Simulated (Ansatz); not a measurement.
**How far each method lies from full CI for HCB⁺, doublet**

Geometry: that of the HCB, triplet, kept fixed. The quartet lies 1.1 eV lower here.

```xyz
3

B     0.0000    0.0000    1.2592
C     0.0000    0.0000   -0.0942
H     0.0000    0.0000   -1.1650
```

Basis 6-31G; Ansatz 0.2.0. Correlated methods freeze the noble-gas cores, which leaves 7 electrons in 18 orbitals. Prefix R: restricted or restricted open-shell reference; prefix U: unrestricted. Active spaces: valence = (7e, 9o) chosen from the atoms' valence shells.

Full CI is exact within this basis and frozen core; it isn't the basis-set limit. The frozen core follows each run's orbitals, which can shift R against U totals by a few meV.

Unrestricted rows (U) aren't spin-pure: their determinants' ⟨S²⟩ exceeds S(S+1) by up to 1.02, so they mix in states of higher spin. For open shells CISD and CISDTQ are restricted-active-space CI with the open shells as a complete middle space. The determinant fills πx and πy unequally, so it is a mixture of Σ and Δ, which weighs on every level built on one determinant.

```
UHF ⟨S²⟩                          : 1.765
T1 diagnostic (RCCSD)             : 0.0286
largest doubles amplitude (RCCSD) : 0.214
T1 diagnostic (UCCSD)             : 0.0283
```

| level | E − E(full CI) (mEh) | wall time |
| --- | --- | --- |
| RHF† | 130.11 | – |
| UHF | 72.94 | – |
| RMP2† | 50.14 | – |
| UMP2 | 9.16 | – |
| CISD† | 28.82 | 0.57 s |
| RCCSD† | 24.14 | – |
| UCCSD* | -21.08 | – |
| RCCSD(T)† | 20.43 | 1.1 s |
| UCCSD(T)* | -30.46 | 1.6 s |
| BCCD(T)† | 20.51 | 1.3 s |
| RCCSDT*† | 14.93 | – |
| UCCSDT* | -39.52 | – |
| RCCSDT(Q)*† | 13.69 | 3.8 s |
| UCCSDT(Q)* | -41.71 | 3.7 s |
| RCCSDTQ*† | 13.96 | 23 s |
| UCCSDTQ* | 0.06 | 37 s |
| CASSCF (valence space) | 24.56 | – |
| NEVPT2 (valence space) | 7.02 | 3.1 s |
| NEVPT4(SD) (valence space) | 1.09 | 4.2 s |
| MRCISD (valence space) | 0.74 | – |
| MRCISD+Q (valence space) | 0.42 | 4.4 s |

An asterisk marks runs whose energy the program itself flagged as in doubt. A dagger marks rows that describe another state than the reference (another or a broken symmetry, a higher spin or other natural occupations), so the difference holds a gap between states beside the method's error.

Run but not shown, since their state, orbitals or frozen core can't be matched to the reference's or they repeat it: CISDTQ.

Times hold each run's SCF and search for its determinant on a shared host, so for small cases they say little of a method's own cost; they ran on 1 thread of Arm Neoverse V1.

More than 5 meV below full CI, which no variational method can be: UCCSD, UCCSD(T), UCCSDT, UCCSDT(Q).

The restricted determinant belongs to another symmetry than the lowest state (A2); the lowest full-CI state of the determinant's symmetry (A1) lies 0.379 eV higher, and methods that keep that symmetry describe that state.

The full-CI state has the irrep A2 of C2v, in the program's axes (one component, if the state is degenerate).

Natural occupations of full CI about the gap: 1.975 1.965 0.995 0.980 0.980 0.027 0.023 0.023 0.013 0.005; effectively unpaired electrons, Σ n²(2−n)², 3.01. No single determinant describes this state well, so single-reference rows can miss without a flag.
